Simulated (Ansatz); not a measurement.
## HBO, singlet: the ladder up to full CI

Geometry: that of the HBO, triplet, kept fixed.

```xyz
3

B     0.0000   -0.2038    0.7317
O     0.0000    0.0840   -0.5793
H     0.0000    0.8523    1.3474
```

Basis 6-31G; Ansatz 0.2.0. Only valence electrons are correlated (noble-gas cores frozen), which leaves 10 electrons in 18 orbitals. R marks a restricted (for open shells ROHF) determinant, U an unrestricted one. Active spaces: valence = (10e, 9o) chosen from the atoms' valence shells.

Full CI is exact within this basis and frozen core; it isn't the basis-set limit. The frozen core follows each run's orbitals, which can shift R against U totals by a few meV.

Unrestricted rows (U) aren't spin-pure: their determinants' ⟨S²⟩ exceeds S(S+1) by up to 0.72, so they mix in states of higher spin.

```
UHF ⟨S²⟩                          : 0.723
T1 diagnostic (RCCSD)             : 0.0384
largest doubles amplitude (RCCSD) : 0.171
```

From what is known of these methods and the diagnostics, rank them by the size of their error in total energy against full CI in 6-31G, smallest first (an estimate: the text doesn't fix the numbers).
A. UMP2
B. UCCSDT
C. MRCISD+Q (valence space)
D. RMP2
E. UHF

B (2.1 kJ/mol), C (3.7 kJ/mol), D (27.2 kJ/mol), A (164.4 kJ/mol), E (558.0 kJ/mol).

All errors are against full CI in 6-31G. Within each family the higher level lies nearer, as is usual though not guaranteed.

The full-CI state has the irrep A' of Cs, in the program's axes.

Natural occupations of full CI about the gap: 1.987 1.971 1.953 1.925 1.859 0.143 0.071 0.030 0.024 0.012; effectively unpaired electrons, Σ n²(2−n)², 0.20.
